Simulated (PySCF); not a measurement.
Species: hexachloroethane, C2Cl6.
SMILES with atom numbers: `[Cl:1][C:2]([Cl:3])([Cl:4])[C:5]([Cl:6])([Cl:7])[Cl:8]`

Method used: PySCF, PBE0-D3(BJ)/def2-TZVP geometry optimisation, gas phase.

Question: Give the optimised bond lengths and angles.

Answer: 
```tsv
bond	length (bohr)
Cl1–C2 and 5 like bonds	3.329
C2–C5	2.979
```

Bonds in one row agree within 0.02 bohr and their mean is given. A selection of angles:
```tsv
angle	degrees
Cl1–C2–Cl3	109.4
Cl1–C2–C5	109.6
```

Dihedral angles: Cl1–C2–C5–Cl6 180° (antiperiplanar).

All 6 C–Cl bonds measure 1.761 to 1.763 Å.

Point group: D3d (every atom within 0.08 Å of its image). Whether it is a minimum is left open (no frequencies).


Compound: chloromethane, CH3Cl.
Bonds: C1–Cl2. Hydrogens: H3, H4, H5 on C1.

Structure optimised with GFN2-xTB, isolated species.

Problem. What internal coordinates does the optimisation give?

Solution. 
| bond | length (Å) |
| --- | --- |
| C1–Cl2 | 1.777 |
| C1–H3, C1–H4, C1–H5 | 1.085 |

Bonds in one row agree within 0.01 Å and their mean is given. A selection of angles:
| angle | degrees |
| --- | --- |
| Cl2–C1–H3 | 108.3 |
| H3–C1–H4 | 110.6 |

Point group: C3v (tolerance 0.08 Å). No GFN2-xTB frequencies stand behind this structure, so it isn't proved a minimum.

All values are computed, not measured.
